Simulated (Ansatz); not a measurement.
# AlCCl (quintet): from Hartree-Fock to the top rungs, def2-QZVPP

The task here is to estimate one member of a computed series from the others.

Computed with Ansatz 0.2.0, Gaussian basis. Level: def2-QZVPP, core rule «outside noble gas», up to 11 orbitals frozen.

Plan: UHF; ROHF; CCSD(T) on UHF.

2 further runs of the same task are left out: 2 set aside as unsound or not needed.

### The system

The geometry is a PBE0/def2-TZVP stationary point (not a proven minimum) of the parent state, kept for this charge and spin.

3 atoms, charge 0, spin multiplicity 5.

Atoms are counted from 1 here; the program's logs count them from 0.

Bond lengths: Al1–C2 1.945 Å, C2–Cl3 1.645 Å. Angles: Al1–C2–Cl3 180.0°.

The first run:

File in.yaml:

```yaml
crystal:
  periodic: [false, false, false]
  atoms:
    - {symbol: Al, position_ang: [0.000000, 0.000000, 1.845217]}
    - {symbol: C, position_ang: [0.000000, 0.000000, -0.099904]}
    - {symbol: Cl, position_ang: [0.000000, 0.000000, -1.745313]}
basis:
  gaussian: {orbitals: "def2-QZVPP.json"}
magnetization: {spin_polarized: true, initial_magnetization: 4}
hamiltonian: {xc: hf}
output: {orbitals: {seedname: orbitals}}
```

Launch:

```console
ansatz run in.yaml --threads 1 --pin off --events-out ev --progress --plain --max-ram 2393MiB
```

Steps of the session up to this table: UHF; ROHF; CCSD(T) on UHF.

One of the session's tables, all rows but one given; the rest of the session is left out.

| method | from UCCSD(T) (kcal/mol) |
| --- | --- |
| ROHF | +256.31 |
| UHF | ? |
| UMP2 | +31.41 |
| UCCSD | +12.10 |
| UCCSD(T) | 0 |

**Question.** Estimate the row for UHF.

The run gave: from UCCSD(T) (kcal/mol): +249.22. In the column «from UCCSD(T) (kcal/mol)» it lies between UMP2 (+31.41) and ROHF (+256.31).
